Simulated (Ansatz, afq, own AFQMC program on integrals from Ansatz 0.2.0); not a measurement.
AFQMC on a folder of integrals that Ansatz 0.2.0 wrote.

```yaml
crystal:
  periodic: [false, false, false]
  atoms:
    - {symbol: Cl, position_ang: [-1.484288, 0.000000, -0.000001]}
    - {symbol: H, position_ang: [-0.028288, 0.000000, 0.000000]}
    - {symbol: Si, position_ang: [1.648712, 0.000000, 0.000001]}
    - {symbol: H, position_ang: [2.098686, -1.416254, 0.000001]}
    - {symbol: H, position_ang: [2.098687, 0.708126, -1.226511]}
    - {symbol: H, position_ang: [2.098686, 0.708126, 1.226512]}
basis:
  gaussian: {orbitals: cc-pVTZ}
magnetization: {spin_polarized: true, initial_magnetization: 1}
correlation: {method: ccsd_t, electrons: outside_noble_gas, hamiltonian_folder: ham}
```

```sh
$ ansatz run in.yaml --threads 1 --pin off --events-out ev --progress --plain --max-ram 16896MiB --backend cuda --devices 0, --max-vram 18GiB
```

Options of the walk:

```
--method phaseless --trial cisd --walkers 600 --populations 10 --least-time 60 --time-step 0.005 --steps-per-block 50 --equilibration-blocks 28 --max-blocks 4000 --target-error 0.00023 --factor-cut 1e-05 --start spin_pure --seed 4955 --release-times 0.24,0.51,0.99,1.5 --release-step 0.03 --release-every 4 --taylor-order 6
```

Times are imaginary, in 1/Eh. The walk had a cap of 168 s. With eight or more populations the least sampling time is a fifth of least-time, and the error comes from their spread.

Output of the walk:

```
orbitals 114  electrons 8 7  factors 692 of 704
reference energy -750.72455823 Eh
CCSD correlation -0.37603234 Eh in 11 cycles, weight of the determinant in the CISD state 0.8475
energy of the start -751.099092 Eh
 block  time / (1/Eh)  mean weight  energy / Eh
     1     0.250  1.0000  -751.092300
     2     0.500  0.9997  -751.096875
     3     0.750  0.9994  -751.101792
     4     1.000  1.0001  -751.107004
     5     1.250  1.0001  -751.110759
     9     2.250  1.0000  -751.112021
    21     5.250  0.9997  -751.116416
    37     9.250  1.0006  -751.116710
    53    13.250  0.9997  -751.115530
    69    17.250  0.9992  -751.117764
    85    21.250  1.0009  -751.113988
    89    22.250  0.9994  -751.112590
   101    25.250  1.0001  -751.115202
   109    27.250  1.0008  -751.119545
   117    29.250  0.9997  -751.112628
   133    33.250  1.0000  -751.114327
   149    37.250  0.9999  -751.116488
   165    41.250  0.9998  -751.114690
   181    45.250  1.0009  -751.115534
   197    49.250  0.9999  -751.113175
error from the spread of 10 populations
released: time / (1/Eh)  energy / Eh  error  mean overlap
  0.24  -751.115227  0.000233  0.9989
  0.51  -751.115785  0.000178  0.9889
  0.99  -751.116014  0.000253  0.9801
  1.50  -751.115886  0.000335  0.9845
energy -751.115028 +/- 0.000219 Eh
(rows thinned)
```

The run passed its tests (sampling time, drift between the halves within three errors, error under three times the target), which doesn't prove that it has relaxed.

Against this walk (error 6.0 meV) on the same determinant: CCSD(T) 39.9 meV higher. The error is statistical and leaves out the bias of the constraint. Released to 1.50 1/Eh the energy lies 23 ± 11 meV (both errors) below the phaseless value, which shows part or all of the bias of the constraint, and CCSD(T) lies 63.2 meV above the released value.

Cautions: constraint bias not in the error.

The walk took 93 s on 1 × NVIDIA H100 80GB HBM3 with 2 threads of AMD EPYC 7R13 Processor (Zen 3) (shared host) (the card was shared). The log's last line is the phaseless energy.

A walk keeps the symmetry of its determinant, which the program's search chose and which needn't be the lowest solution, so a lower state of the same spin and another symmetry isn't excluded.
